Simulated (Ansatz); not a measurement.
Results of BLYP (PAW; Ansatz, an electronic-structure program) for fcc Pb.

Numerical settings: plane-wave cutoff 520 eV, 20×20×20 k mesh, Fermi–Dirac smearing 0.05 eV, scalar-relativistic PAW data made under PBE.

Pressure at four volumes; x = ln(V/34.791 Å³). One pressure is withheld.

```
V (Å³/atom)        x  P (GPa)
-----------  -------  -------
32.703       -0.0619        ?
33.399       -0.0408    1.435
34.791        0.0000    0.000
36.878        0.0583   -1.625
```

Question: Pass a parabola P(x) through the three rows shown, estimate the bulk modulus and its pressure derivative near zero pressure, and predict the withheld pressure.

Answer: Slopes between the rows: (0.000 − (1.435))/(0.0000 − (-0.0408)) = -35.17 and (-1.625 − (0.000))/(0.0583 − (0.0000)) = -27.87 GPa. Their difference over the span 0.0991 is c = 7.30/0.0991 = 73.7 GPa, so P(x) = 1.435 + (-35.17)(x − (-0.0408)) + 73.7 (x − (-0.0408))(x − (0.0000)). At the middle row B = −dP/dx = −[-35.17 + 73.7 × 0.0408] = 32.2 GPa, and B′ = dB/dP = 2c/B = 4.6. At x = -0.0619 the parabola gives 2.273 GPa; the run gives 2.286 GPa. The Birch–Murnaghan fit to the energies at all volumes has B0 = 32.0 GPa and B′ = 4.7.

Measured, for comparison: bulk modulus 47 GPa (corrected for temperature and zero-point phonon effects; as tabulated in Levämäki et al. (2014), arXiv:1402.3671). Computed (rounded) less measured: bulk modulus -32 %.

Note: the cell is over a tenth larger than the published one: the level's own overestimate first of all, though another phase or state, or a fault of the published cell, is possible.

Spin–orbit coupling is not included; it can shift volumes and moduli of such heavy elements.
